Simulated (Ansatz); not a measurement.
# SiH3F + SiH3 radical: a complex and its separated parts

The complex below is one end of an elementary step. How strongly is it bound against its free parts?

Method: PBE0-D4/def2-TZVP structures, single points in def2-TZVPP, no counterpoise correction; program: Ansatz 0.2.0, Gaussian basis.

Levels: SPW92, PBE-D4, BLYP-D4, r2SCAN-D4, B97M-V, PBE0-D4, B3LYP-D4, r2SCAN0-D4, BHLYP-D4, CAM-B3LYP-D4, wB97X-V, wB97M-V, B2PLYP, PBE-QIDH, RPA on PBE, Hartree-Fock, MP2, CCSD, CCSD(T).

Correlated methods freeze the cores. Orbitals are unrestricted. B3LYP uses VWN-RPA correlation. B2PLYP carries no dispersion term here.

20 further runs of the same task are left out: 20 set aside as unsound or not needed.

## (1) The starting structure

The complex: 9 atoms, charge 0, spin multiplicity 2.

Atoms are counted from 1 here; the program's logs count them from 0.

Bond lengths: F1–Si3 1.604 Å, Si2–H4 1.484 Å, Si2–H5 1.487 Å, Si2–H6 1.485 Å, Si3–H7 1.481 Å, Si3–H8 1.483 Å, Si3–H9 1.481 Å. Angles: H4–Si2–H5 111.3°, H4–Si2–H6 111.8°, H5–Si2–H6 111.3°, F1–Si3–H7 108.6°, F1–Si3–H8 107.5°, F1–Si3–H9 108.6°, H7–Si3–H8 110.6°, H7–Si3–H9 110.9°, H8–Si3–H9 110.5°.

Coordinates:

```csv
atom,x (Å),y (Å),z (Å)
F1,1.2087,1.0564,0.3482
Si2,-0.7452,-1.4791,1.0471
Si3,0.5701,1.3341,-1.0962
H4,-1.0069,-0.5660,2.1879
H5,-1.8040,-2.5164,0.9304
H6,0.6045,-2.0921,1.1284
H7,-0.8650,1.6585,-0.9248
H8,1.2959,2.4822,-1.6904
H9,0.7420,0.1223,-1.9306
```

Its parts: SiH3F holds atoms 1, 3, 7, 8, 9; SiH3 radical holds atoms 2, 4, 5, 6. Each part counts its atoms afresh in its own runs.

## (2) Relaxing SiH3F alone

The input, relax-a/in.yaml:

```yaml
crystal:
  periodic: [false, false, false]
  atoms:
    - {symbol: F, position_ang: [1.208685, 1.056374, 0.348230]}
    - {symbol: Si, position_ang: [0.570107, 1.334109, -1.096200]}
    - {symbol: H, position_ang: [-0.865032, 1.658461, -0.924841]}
    - {symbol: H, position_ang: [1.295887, 2.482238, -1.690393]}
    - {symbol: H, position_ang: [0.741998, 0.122281, -1.930603]}
basis:
  gaussian: {orbitals: def2-TZVP}
hamiltonian: {xc: pbe0, dispersion: d4}
relax: {f_tol: 0.005, max_steps: 200}
```

No record of the launch command was kept for these runs.

Standard output, shortened:

```text
Functional definition: PBE0
  name "PBE0"
  cite "Adamo & Barone, J. Chem. Phys. 110, 6158 (1999) doi:10.1063/1.478522"
  cite "Perdew, Burke & Ernzerhof, Phys. Rev. Lett. 77, 3865 (1996) doi:10.1103/PhysRevLett.77.3865"
  parent pbe
[...]
556 factors; their error is unknown
[...]
mean field -10640.14881712 eV, -391.0182568773 hartree, gradient 4.4e-5 eV, S^2 0.000000; 0 other end points of the search recorded, 0 dependent functions left out
[...]
reference -10640.14884154 eV, -391.0182577747 hartree; 13, 13 occupied and 73, 73 virtual orbitals, 556 factors
relax step   1: F+E_penalty+E_count = -10640.18725466 eV  Δ(F+E_penalty+E_count) = +0.000e0 eV  max|allowed force component| = 1.249e-1 eV/Å  Δτ_max = 0.0000 Å  (20 SCF iters, accepted)
[...]
relax step   2: F+E_penalty+E_count = -10640.18797031 eV  Δ(F+E_penalty+E_count) = -7.156e-4 eV  max|allowed force component| = 7.201e-2 eV/Å  Δτ_max = 0.0063 Å  (24 SCF iters, accepted)
[...]
relax step   3: F+E_penalty+E_count = -10640.18812216 eV  Δ(F+E_penalty+E_count) = -1.519e-4 eV  max|allowed force component| = 3.327e-3 eV/Å  Δτ_max = 0.0033 Å  (20 SCF iters, accepted)
556 factors; their error is unknown
[...]
mean field -10640.14967621 eV, -391.0182884483 hartree, gradient 1.2e-5 eV, S^2 0.000000; 1 other end points of the search recorded, 0 dependent functions left out
[...]
reference -10640.14970063 eV, -391.0182893455 hartree; 13, 13 occupied and 73, 73 virtual orbitals, 556 factors
Total energy: -10640.18814657 eV, -391.0197022080 hartree
Atom 0 at     1.202619     1.050499     0.347532 Å, force     0.001446    -0.000666     0.003327 eV/Å
Atom 1 at     0.574389     1.338004    -1.095398 Å, force     0.000567    -0.000701     0.001991 eV/Å
Atom 2 at    -0.862206     1.656959    -0.922575 Å, force    -0.001485     0.000612    -0.001333 eV/Å
Atom 3 at     1.294510     2.484900    -1.696577 Å, force    -0.000117     0.001173    -0.001979 eV/Å
Atom 4 at     0.742333     0.123101    -1.926789 Å, force    -0.000412    -0.000417    -0.002007 eV/Å
Dipole moment:    -0.103840     0.047541    -0.238532 e Å
```

Run time: 1.3 s. Hardware: 4 threads, shared host; peak memory 0.15 GiB.

Step by step:

```csv
step,energy from step 1 (eV),largest force component (eV/Å)
1,0.0000,0.1249
2,-0.0007,0.0720
3,-0.0009,0.0033
```

Close pairs (by a distance rule), those that changed most:

```
  bond  before (Å)  after (Å)  change (Å)
F1–Si2       1.604      1.600      -0.004
Si2–H4       1.483      1.482      -0.001
Si2–H3       1.481      1.482      +0.000
Si2–H5       1.481      1.482      +0.000
```

## (3) Relaxing SiH3 radical alone

The input, relax-b/in.yaml:

```yaml
crystal:
  periodic: [false, false, false]
  atoms:
    - {symbol: Si, position_ang: [-0.745173, -1.479091, 1.047058]}
    - {symbol: H, position_ang: [-1.006944, -0.566046, 2.187890]}
    - {symbol: H, position_ang: [-1.803985, -2.516373, 0.930419]}
    - {symbol: H, position_ang: [0.604457, -2.092053, 1.128440]}
basis:
  gaussian: {orbitals: def2-TZVP}
magnetization: {spin_polarized: true, initial_magnetization: 1}
hamiltonian: {xc: pbe0, dispersion: d4}
relax: {f_tol: 0.005, max_steps: 200}
```

Standard output, shortened:

```text
[... 5 set-up lines as earlier in the session ...]
[...]
400 factors; their error is unknown
[...]
mean field -7921.47146904 eV, -291.1087071209 hartree, gradient 2.2e-5 eV, S^2 0.753039; 0 other end points of the search recorded, 0 dependent functions left out
[...]
reference -7921.47149559 eV, -291.1087080968 hartree; 9, 8 occupied and 46, 47 virtual orbitals, 400 factors
relax step   1: F+E_penalty+E_count = -7921.49948324 eV  Δ(F+E_penalty+E_count) = +0.000e0 eV  max|allowed force component| = 6.063e-2 eV/Å  Δτ_max = 0.0000 Å  (22 SCF iters, accepted)
[...]
relax step   2: F+E_penalty+E_count = -7921.49974999 eV  Δ(F+E_penalty+E_count) = -2.667e-4 eV  max|allowed force component| = 1.069e-2 eV/Å  Δτ_max = 0.0071 Å  (23 SCF iters, accepted)
[...]
relax step   3: F+E_penalty+E_count = -7921.49976226 eV  Δ(F+E_penalty+E_count) = -1.227e-5 eV  max|allowed force component| = 3.710e-4 eV/Å  Δτ_max = 0.0011 Å  (19 SCF iters, accepted)
400 factors; their error is unknown
[...]
mean field -7921.47174221 eV, -291.1087171598 hartree, gradient 3.4e-5 eV, S^2 0.752998; 1 other end points of the search recorded, 0 dependent functions left out
[...]
reference -7921.47176873 eV, -291.1087181343 hartree; 9, 8 occupied and 46, 47 virtual orbitals, 400 factors
Total energy: -7921.49978878 eV, -291.1097478521 hartree
Atom 0 at    -0.747354    -1.477451     1.041272 Å, force     0.000245     0.000150     0.000168 eV/Å
Atom 1 at    -1.003845    -0.568717     2.188712 Å, force     0.000028    -0.000288    -0.000259 eV/Å
Atom 2 at    -1.803670    -2.516847     0.931685 Å, force     0.000098     0.000045     0.000084 eV/Å
Atom 3 at     0.603224    -2.090548     1.132138 Å, force    -0.000371     0.000092     0.000007 eV/Å
Dipole moment:    -0.000194     0.003684    -0.005602 e Å
```

It took 0.9 s on 4 threads, shared host.

Step by step:

```
step  energy from step 1 (eV)  largest force component (eV/Å)
   1                   0.0000                          0.0606
   2                  -0.0003                          0.0107
   3                  -0.0003                          0.0004
```

Distances of close pairs at the start and the end, largest changes first:

| bond | before (Å) | after (Å) | change (Å) |
| --- | --- | --- | --- |
| Si1–H2 | 1.484 | 1.486 | +0.002 |
| Si1–H4 | 1.485 | 1.486 | +0.001 |
| Si1–H3 | 1.487 | 1.486 | -0.001 |

## (4) wB97M-V/def2-TZVPP

The input, parta/in.yaml:

```yaml
crystal:
  periodic: [false, false, false]
  atoms:
    - {symbol: F, position_ang: [1.202619, 1.050499, 0.347532]}
    - {symbol: Si, position_ang: [0.574389, 1.338004, -1.095398]}
    - {symbol: H, position_ang: [-0.862206, 1.656959, -0.922575]}
    - {symbol: H, position_ang: [1.294510, 2.484900, -1.696577]}
    - {symbol: H, position_ang: [0.742333, 0.123101, -1.926789]}
basis:
  gaussian: {orbitals: def2-TZVPP}
hamiltonian: {xc: {name: wB97M-V}}
```

The input, partb/in.yaml:

```yaml
crystal:
  periodic: [false, false, false]
  atoms:
    - {symbol: Si, position_ang: [-0.747354, -1.477451, 1.041272]}
    - {symbol: H, position_ang: [-1.003845, -0.568717, 2.188712]}
    - {symbol: H, position_ang: [-1.803670, -2.516847, 0.931685]}
    - {symbol: H, position_ang: [0.603224, -2.090548, 1.132138]}
basis:
  gaussian: {orbitals: def2-TZVPP}
magnetization: {spin_polarized: true, initial_magnetization: 1}
hamiltonian: {xc: {name: wB97M-V}}
```

parta printed, shortened:

```text
Functional definition: wB97M-V
  name "wB97M-V"
  cite "Mardirossian & Head-Gordon, J. Chem. Phys. 144, 214110 (2016) doi:10.1063/1.4952647"
  cite "Becke, J. Chem. Phys. 107, 8554 (1997) doi:10.1063/1.475007"
  cite "Vydrov & Van Voorhis, J. Chem. Phys. 133, 244103 (2010) doi:10.1063/1.3521275"
  # Of w^i u^j: cxij and so on, Table III.
[...]
  gx(w, u) = 1 - cx + cx01*u + cx10*w
  gss(w, u) = css00 + css04*u^4 + css10*w + css20*w^2 + css43*w^4*u^3
  gos(w, u) = cos00 + cos10*w + (cos20 + cos21*u)*w^2 + (cos60 + cos61*u)*w^6
[...]
      + integral(e_c_pw_mod_opposite_spin*gos(b97_w_opposite, b97_u_opposite)) + vv10(b, c)
624 factors; their error is unknown
142 factors; integrals over basis functions are off by at most 1.1e-5 eV
[...]
mean field -10644.72789900 eV, -391.1865350327 hartree, gradient 2.4e-5 eV, S^2 0.000000; 0 other end points of the search recorded, 0 dependent functions left out
reference -10644.72793837 eV, -391.1865364793 hartree; 13, 13 occupied and 102, 102 virtual orbitals, 624 factors
Total energy: -10644.72793837 eV, -391.1865364793 hartree
```

partb printed, shortened:

```text
[... 5 set-up lines as earlier in the session ...]
  # Of w^i u^j: cxij and so on, Table III.
[...]
  gx(w, u) = 1 - cx + cx01*u + cx10*w
  gss(w, u) = css00 + css04*u^4 + css10*w + css20*w^2 + css43*w^4*u^3
  gos(w, u) = cos00 + cos10*w + (cos20 + cos21*u)*w^2 + (cos60 + cos61*u)*w^6
[...]
      + integral(e_c_pw_mod_opposite_spin*gos(b97_w_opposite, b97_u_opposite)) + vv10(b, c)
468 factors; their error is unknown
115 factors; integrals over basis functions are off by at most 1.2e-5 eV
[...]
mean field -7923.88140801 eV, -291.1972707446 hartree, gradient 8.3e-5 eV, S^2 0.751151; 0 other end points of the search recorded, 0 dependent functions left out
reference -7923.88144638 eV, -291.1972721549 hartree; 9, 8 occupied and 75, 76 virtual orbitals, 468 factors
Total energy: -7923.88144638 eV, -291.1972721549 hartree
```

Wall times: 1 s (parta), 0.8 s (partb) on 4 threads, shared host; peak memory 0.22 GiB.

## (5) CCSD(T)/def2-TZVPP

Edit parta/in.yaml of step 4 so:

```diff
@@ -10,2 +10,2 @@
   gaussian: {orbitals: def2-TZVPP}
-hamiltonian: {xc: {name: wB97M-V}}
+correlation: {method: ccsd_t}
```

Edit partb/in.yaml of step 4 so:

```diff
@@ -10,2 +10,3 @@
 magnetization: {spin_polarized: true, initial_magnetization: 1}
-hamiltonian: {xc: {name: wB97M-V}}
+correlation: {method: ccsd_t}
+scf: {omitted_lower_state_checks: [cluster_reference]}
```

Log of parta, shortened:

```text
Functional definition: HF
  name "HF"
  cite "Fock, Z. Phys. 61, 126 (1930) doi:10.1007/BF01340294"
[... 1 set-up line as earlier in the session ...]
[...]
673 factors; integrals over basis functions are off by at most 9.1e-4 eV
[...]
mean field -10618.75684122 eV, -390.2321162628 hartree, gradient 1.8e-6 eV, S^2 0.000000; 0 other end points of the search recorded, 0 dependent functions left out
6 core orbitals not correlated: weight in the atoms' cores, before any rotation towards them, 1.000 or more for the frozen orbitals, at most 0.000 for the correlated occupied ones
reference -10618.75684122 eV, -390.2321162628 hartree; 7, 7 occupied and 102, 102 virtual orbitals, 673 factors
second order -10.40989840 eV of doubles, -0.00000000 eV of singles
cycle   1  -10.68402010 eV  change   -2.7e-1 eV  update   7.1e-2
[...]
cycle   8  -11.00753771 eV  change    1.7e-5 eV  update   1.3e-5
perturbative correction -0.28073999 eV, -0.0103170042 hartree
Total energy: -10630.04511892 eV, -390.6469528168 hartree
```

partb printed, shortened:

```text
[... 4 set-up lines as earlier in the session ...]
[...]
467 factors; integrals over basis functions are off by at most 1.1e-3 eV
[...]
mean field -7908.64356009 eV, -290.6372901623 hartree, gradient 9.9e-6 eV, S^2 0.755037; 0 other end points of the search recorded, 0 dependent functions left out
5 core orbitals not correlated: weight in the atoms' cores, before any rotation towards them, 1.000 or more for the frozen orbitals, at most 0.000 for the correlated occupied ones
reference -7908.64356009 eV, -290.6372901623 hartree; 4, 3 occupied and 75, 76 virtual orbitals, 467 factors
second order -3.17769975 eV of doubles, -0.00000000 eV of singles
cycle   1  -3.68587810 eV  change   -5.1e-1 eV  update   5.4e-2
[...]
cycle   9  -3.89190419 eV  change    6.8e-6 eV  update   7.1e-6
perturbative correction -0.09593927 eV, -0.0035257033 hartree
Total energy: -7912.63140356 eV, -290.7838407065 hartree
Checks for a lower state left out: cluster_reference
```

Times: 1 s (parta), 0.75 s (partb) on 4 threads, shared host; peak memory 0.38 GiB.

## (6) Vibrations of SiH3F

The input, vib-parta/in.yaml:

```yaml
crystal:
  periodic: [false, false, false]
  atoms:
    - {symbol: F, position_ang: [1.202619, 1.050499, 0.347532]}
    - {symbol: Si, position_ang: [0.574389, 1.338004, -1.095398]}
    - {symbol: H, position_ang: [-0.862206, 1.656959, -0.922575]}
    - {symbol: H, position_ang: [1.294510, 2.484900, -1.696577]}
    - {symbol: H, position_ang: [0.742333, 0.123101, -1.926789]}
basis:
  gaussian: {orbitals: def2-TZVP}
hamiltonian: {xc: pbe0, dispersion: d4}
phonons: {temperatures: {t_min: 298.15, t_max: 900, t_step: 200}}
```

Standard output, shortened:

```text
[... 5 set-up lines as earlier in the session ...]
[...]
556 factors; their error is unknown
[...]
mean field -10640.14967609 eV, -391.0182884437 hartree, gradient 4.3e-5 eV, S^2 0.000000; 0 other end points of the search recorded, 0 dependent functions left out
[...]
reference -10640.14970049 eV, -391.0182893406 hartree; 13, 13 occupied and 73, 73 virtual orbitals, 556 factors
[... from here to the last solve, the lines of the solves are left out (17 solves) ...]
556 factors; their error is unknown
mean field -10640.14966677 eV, -391.0182881012 hartree, gradient 2.9e-6 eV, S^2 0.000000; 0 other end points of the search recorded, 0 dependent functions left out
[...]
reference -10640.14969117 eV, -391.0182889981 hartree; 13, 13 occupied and 73, 73 virtual orbitals, 556 factors
Total energy: -10640.18814644 eV, -391.0197022032 hartree
Atom 0 at     1.202619     1.050499     0.347532 Å, force     0.001454    -0.000674     0.003353 eV/Å
Atom 1 at     0.574389     1.338004    -1.095398 Å, force     0.000559    -0.000701     0.001963 eV/Å
Atom 2 at    -0.862206     1.656959    -0.922575 Å, force    -0.001486     0.000614    -0.001330 eV/Å
Atom 3 at     1.294510     2.484900    -1.696577 Å, force    -0.000118     0.001175    -0.001983 eV/Å
Atom 4 at     0.742333     0.123101    -1.926789 Å, force    -0.000409    -0.000415    -0.002004 eV/Å
Dipole moment:    -0.103840     0.047541    -0.238531 e Å
Vibrations: 722.41 722.41 880.35 955.98 956.02 987.01 2250.28 2257.74 2257.81 cm⁻¹, zero-point energy 0.743286 eV
```

It took 4 s on 4 threads, shared host; peak memory 0.15 GiB.

Wavenumbers and character of the modes:

```csv
mode,wavenumber (cm⁻¹),character
1,722,bend
2,722,bend
3,880,Si–F stretch
4,956,bend
5,956,bend
6,987,bend
7,2250,Si–H stretch
8,2258,Si–H stretch
9,2258,Si–H stretch
```

Vibrational sums (real modes only):

| T (K) | entropy (J/mol/K) | heat capacity (J/mol/K) |
| --- | --- | --- |
| 298 | 4.3 | 14.1 |
| 498 | 16.0 | 31.8 |
| 698 | 28.8 | 43.6 |
| 898 | 40.8 | 51.7 |

## (7) Vibrations of SiH3 radical

The input, vib-partb/in.yaml:

```yaml
crystal:
  periodic: [false, false, false]
  atoms:
    - {symbol: Si, position_ang: [-0.747354, -1.477451, 1.041272]}
    - {symbol: H, position_ang: [-1.003845, -0.568717, 2.188712]}
    - {symbol: H, position_ang: [-1.803670, -2.516847, 0.931685]}
    - {symbol: H, position_ang: [0.603224, -2.090548, 1.132138]}
basis:
  gaussian: {orbitals: def2-TZVP}
magnetization: {spin_polarized: true, initial_magnetization: 1}
hamiltonian: {xc: pbe0, dispersion: d4}
phonons: {temperatures: {t_min: 298.15, t_max: 900, t_step: 200}}
```

Standard output, shortened:

```text
[... 5 set-up lines as earlier in the session ...]
[...]
400 factors; their error is unknown
[...]
mean field -7921.47174222 eV, -291.1087171600 hartree, gradient 2.1e-5 eV, S^2 0.752998; 0 other end points of the search recorded, 0 dependent functions left out
[...]
reference -7921.47176873 eV, -291.1087181343 hartree; 9, 8 occupied and 46, 47 virtual orbitals, 400 factors
[...]
400 factors; their error is unknown
[...]
mean field -7921.47166609 eV, -291.1087143624 hartree, gradient 1.3e-6 eV, S^2 0.752993; 0 other end points of the search recorded, 0 dependent functions left out
[...]
reference -7921.47169259 eV, -291.1087153363 hartree; 9, 8 occupied and 46, 47 virtual orbitals, 400 factors
[...]
reference -7921.47176412 eV, -291.1087179648 hartree; 9, 8 occupied and 46, 47 virtual orbitals, 400 factors
[...]
400 factors; their error is unknown
mean field -7921.47173795 eV, -291.1087170032 hartree, gradient 1.2e-6 eV, S^2 0.753001; 0 other end points of the search recorded, 0 dependent functions left out
[...]
reference -7921.47176446 eV, -291.1087179776 hartree; 9, 8 occupied and 46, 47 virtual orbitals, 400 factors
Total energy: -7921.49978878 eV, -291.1097478522 hartree
Atom 0 at    -0.747354    -1.477451     1.041272 Å, force     0.000262     0.000159     0.000170 eV/Å
Atom 1 at    -1.003845    -0.568717     2.188712 Å, force     0.000026    -0.000291    -0.000261 eV/Å
Atom 2 at    -1.803670    -2.516847     0.931685 Å, force     0.000092     0.000038     0.000085 eV/Å
Atom 3 at     0.603224    -2.090548     1.132138 Å, force    -0.000380     0.000094     0.000006 eV/Å
Dipole moment:    -0.000194     0.003684    -0.005602 e Å
Vibrations: 746.98 926.71 926.74 2203.66 2241.83 2241.92 cm⁻¹, zero-point energy 0.575773 eV
```

It took 2.2 s on 4 threads, shared host.

The modes, with what each moves most:

| mode | wavenumber (cm⁻¹) | character |
| --- | --- | --- |
| 1 | 747 | bend |
| 2 | 927 | bend |
| 3 | 927 | bend |
| 4 | 2204 | Si–H stretch |
| 5 | 2242 | Si–H stretch |
| 6 | 2242 | Si–H stretch |

Vibrational sums (real modes only):

```
T (K)  entropy (J/mol/K)  heat capacity (J/mol/K)
  298                2.1                      7.1
  498                8.1                     16.8
  698               15.1                     24.7
  898               22.1                     30.7
```

## (8) Complex less separated parts

The complex's own energies come from single points at the same levels. Levels not printed above were run the same way.

Rows are in def2-TZVPP; times add the 3 runs of a level on a shared host, so small differences are noise.

Differences are taken before rounding.

| method | rung | complex less parts (kJ/mol) | from CCSD(T) (kJ/mol) | time |
| --- | --- | --- | --- | --- |
| SPW92 | LDA | -13.2 | -10.0 | 1.2 s |
| PBE-D4 | GGA | -9.0 | -5.8 | 1.9 s |
| BLYP-D4 | GGA | -8.1 | -4.9 | 1.8 s |
| r2SCAN-D4 | meta-GGA | -6.7 | -3.5 | 3.4 s |
| B97M-V | meta-GGA | -6.4 | -3.2 | 5.8 s |
| PBE0-D4 | hybrid | -7.5 | -4.3 | 2.7 s |
| B3LYP-D4 | hybrid | -7.7 | -4.5 | 2.5 s |
| r2SCAN0-D4 | hybrid | -6.5 | -3.3 | 4 s |
| BHLYP-D4 | hybrid | -7.5 | -4.4 | 2.6 s |
| CAM-B3LYP-D4 | range-separated hybrid | -6.5 | -3.4 | 3 s |
| wB97X-V | range-separated hybrid | -5.2 | -2.1 | 6.6 s |
| wB97M-V | range-separated hybrid | -4.7 | -1.5 | 6.1 s |
| B2PLYP | double hybrid | -0.4 | +2.7 | 3.9 s |
| PBE-QIDH | double hybrid | -2.5 | +0.7 | 3.7 s |
| RPA on PBE | RPA | -1.0 | +2.1 | 3.5 s |
| Hartree-Fock | wavefunction | 5.7 | +8.8 |  |
| MP2 | wavefunction | -2.5 | +0.7 |  |
| CCSD | wavefunction | -2.0 | +1.1 |  |
| CCSD(T) | wavefunction | -3.2 | 0 | 61 s |

Among the levels timed on like hardware and quicker than the yardstick, those that no quicker one beats, quickest first: SPW92 (1.2 s, -10.0 kJ/mol); BLYP-D4 (1.8 s, -4.9 kJ/mol); B3LYP-D4 (2.5 s, -4.5 kJ/mol); BHLYP-D4 (2.6 s, -4.4 kJ/mol); PBE0-D4 (2.7 s, -4.3 kJ/mol); CAM-B3LYP-D4 (3 s, -3.4 kJ/mol); RPA on PBE (3.5 s, +2.1 kJ/mol); PBE-QIDH (3.7 s, +0.7 kJ/mol).

PBE-QIDH reaches 0.7 kJ/mol from the reference in 3.7 s, where CCSD(T) took 61 s; the quickest level in the cost chart, SPW92, takes 1.2 s and misses by 10.0 kJ/mol.

The complex's zero-point energy, from a separate PBE0-D4 run, is 1.347 eV.

## (9) Summary of results

| quantity | value |
| --- | --- |
| complex less parts, CCSD(T)/def2-TZVPP | -3.2 kJ/mol |
| with zero-point energy | -0.5 kJ/mol |
| largest T1 diagnostic | 0.016 |

At CCSD(T) the complex lies 3.2 kJ/mol below its parts. The functionals run from PBE-QIDH, off by +0.7 kJ/mol, to SPW92, off by -10.0 kJ/mol, against CCSD(T). Mean unsigned error by rung: LDA 10.0, GGA 5.4, meta-GGA 3.4, hybrid 4.1, range-separated hybrid 2.3, double hybrid 1.7 kJ/mol. PBE-D4 gives a relative energy 5.8 kJ/mol too low, an error of 184 % of the reference. No counterpoise was applied, and triple zeta lacks some correlation, so the CCSD(T) reference has a basis error of its own, and close matches with it are partly luck.
